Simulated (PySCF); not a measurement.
Molecule: SMILES CCCNC=O, C4H9NO.

Cartesian coordinates in Å; atom numbers follow the order of the lines, from 1:
```xyz
15

C    -1.5797    0.6421   -0.1299
C    -1.0451   -0.7810   -0.2294
C     0.3217   -0.9229    0.4412
N     1.3277   -0.1121   -0.2088
C     1.9513    0.9060    0.4091
O     1.7983    1.2283    1.5601
H    -1.6841    0.9333    0.9121
H    -2.5507    0.7195   -0.6124
H    -0.9007    1.3436   -0.6095
H    -0.9644   -1.0745   -1.2794
H    -1.7388   -1.4694    0.2556
H     0.2746   -0.5787    1.4765
H     0.6372   -1.9723    0.4272
H     1.4937   -0.2824   -1.1880
H     2.6544    1.4284   -0.2688
```

Frames of a GFN2-xTB Langevin trajectory at 400 K; GIAO PBE0/pcSseg-1 shieldings in PySCF, gas phase, non-relativistic; equivalent atoms averaged within each frame.

References, each an isolated molecule treated in the same way: 13C (σref 186.93), 1H (σref 31.72) against TMS; 15N (σref 267.73) against NH3; 17O (σref 336.08) against H2O. The references are static minima.

Question: How do the shifts (ppm) fluctuate along the trajectory?

Answer: 
| time (fs) | C5 | C3 | C2 | C1 | N4 | O6 | H15 | H14 | H12/H13 | H10/H11 |
| --- | --- | --- | --- | --- | --- | --- | --- | --- | --- | --- |
| optimised geometry | 160.9 | 39.7 | 28.2 | 12.7 | 140.3 | 411.7 | 8.32 | 4.11 | 3.63 | 1.37 |
| 250 | 164.9 | 51.3 | 28.1 | 11.6 | 143.1 | 441.6 | 8.62 | 4.74 | 4.05 | 2.17 |
| 425 | 155.4 | 48.2 | 31.8 | 16.8 | 142.2 | 404.0 | 7.96 | 5.06 | 3.93 | 2.44 |
| 625 | 159.4 | 43.2 | 34.1 | 24.2 | 159.4 | 384.6 | 7.39 | 5.24 | 3.55 | 2.21 |
| 800 | 171.3 | 37.6 | 27.3 | 9.8 | 149.0 | 467.0 | 8.43 | 5.91 | 3.38 | 1.50 |
| 1000 | 161.3 | 45.7 | 33.6 | 25.1 | 128.7 | 430.3 | 9.21 | 4.72 | 3.47 | 1.94 |
| mean of frames | 162.4 | 45.2 | 31.0 | 17.5 | 144.5 | 425.5 | 8.32 | 5.13 | 3.68 | 2.05 |
| standard deviation | 6.0 | 5.2 | 3.1 | 7.0 | 11.2 | 32.2 | 0.68 | 0.49 | 0.30 | 0.36 |

5 frames give an uncertainty of the mean of about the standard deviation over 2.2 at best, since frames this close in time may not be independent; classical motion lacks zero-point vibration, and the reference would need the same averaging.
